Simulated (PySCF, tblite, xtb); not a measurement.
Dissociation curve of H3N, SMILES N. The N1–H4 bond (N1 also carries H, H; H4 carries nothing else) is stretched with both fragments frozen at the PBE0/def2-TZVP optimised geometry.

Levels: GFN2-xTB, 300 K electronic temperature (tblite); GFN1-xTB (xtb); UMP2/3-21G = unrestricted MP2 (frozen core)/3-21G in PySCF.

Energies are in kcal/mol, each relative to the lowest point of its own curve near equilibrium.

| R / Å | GFN2-xTB | GFN1-xTB | UMP2/3-21G |
|---|---|---|---|
| 0.82 | 30.0 | 29.8 | 32.9 |
| 0.86 | 16.8 | 16.6 | 19.3 |
| 0.91 | 6.7 | 6.5 | 8.2 |
| 0.96 | 1.6 | 1.4 | 2.3 |
| 0.97 | 1.0 | 0.9 | 1.6 |
| 1.01 | 0.0 | 0.0 | 0.0 |
| 1.04 | 0.3 | 0.4 | 0.0 |
| 1.07 | 1.3 | 1.5 | 0.8 |
| 1.11 | 3.5 | 3.9 | 2.8 |
| 1.18 | 9.1 | 9.9 | 8.4 |
| 1.25 | 15.9 | 17.5 | 15.6 |
| 1.36 | 27.8 | 31.1 | 28.7 |
| 1.50 | 43.4 | 49.3 | 50.8 |
| 1.67 | 61.5 | 70.1 | 77.7 |
| 1.84 | 77.6 | 88.5 | 89.3 |
| 2.02 | 92.2 | 104.6 | 94.6 |
| 2.24 | 106.4 | 120.0 | 97.2 |
| 2.50 | 118.7 | 132.7 | 98.3 |
| 2.75 | 126.8 | 140.9 | 98.8 |
| 3.05 | 132.9 | — | 99.1 |
| 3.54 | — | — | 99.4 |

Dashes: no converged value, or the column stops at the first point that the program doubted or that broke a chosen test of continuity, which isn't proof of a fault.

The unrestricted determinant behind UMP2/3-21G is spin-contaminated at 1.50 to 3.54 Å (<S²> up to 1.0, against 0.00 for a pure singlet).
